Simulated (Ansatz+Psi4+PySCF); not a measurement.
# triplet Si2: levels of theory in one basis

```yaml
atoms:
  - { symbol: Si, position_ang: [0.0000, 0.0000, 1.3561] }
  - { symbol: Si, position_ang: [0.0000, 0.0000, -1.3561] }
```

Basis set: cc-pV(T+d)Z (spherical functions). Correlated methods keep 10 orbitals frozen. Correlation on ROHF uses semicanonical orbitals with singles. Charge 0, multiplicity 3.

Computed with Ansatz (development build ahead of 0.2.0); each method stands on the lowest determinant of its kind that the runs found.

```json
{"method": "ROHF", "E − E(ROHF) (eV)": "0.00", "<S²> of the determinant": "2.00"}
{"method": "UHF", "E − E(ROHF) (eV)": "-0.24", "<S²> of the determinant": "2.46"}
{"method": "ROHF-MP2", "E − E(ROHF) (eV)": "-4.34", "<S²> of the determinant": "–"}
{"method": "UHF-MP2", "E − E(ROHF) (eV)": "-3.98", "<S²> of the determinant": "2.46"}
{"method": "ROHF-CCSD", "E − E(ROHF) (eV)": "-5.38", "<S²> of the determinant": "–"}
{"method": "UHF-CCSD", "E − E(ROHF) (eV)": "-5.35", "<S²> of the determinant": "2.46"}
{"method": "ROHF-CCSD(T)", "E − E(ROHF) (eV)": "-5.78", "<S²> of the determinant": "–"}
{"method": "UHF-CCSD(T)", "E − E(ROHF) (eV)": "-5.76", "<S²> of the determinant": "2.46"}
{"method": "UHF-CCSDT", "E − E(ROHF) (eV)": "-5.87", "<S²> of the determinant": "2.46"}
```

Caution: the determinant breaks the point group. Caution for UHF, UHF-MP2, UHF-CCSD, UHF-CCSD(T), UHF-CCSDT: the unrestricted determinant is spin contaminated. Caution for ROHF-MP2, UHF-MP2, ROHF-CCSD, UHF-CCSD, ROHF-CCSD(T), UHF-CCSD(T), UHF-CCSDT: large amplitudes, a single reference is doubtful. Caution for ROHF-MP2, UHF-MP2, UHF-CCSD(T): another reference gives a lower total.
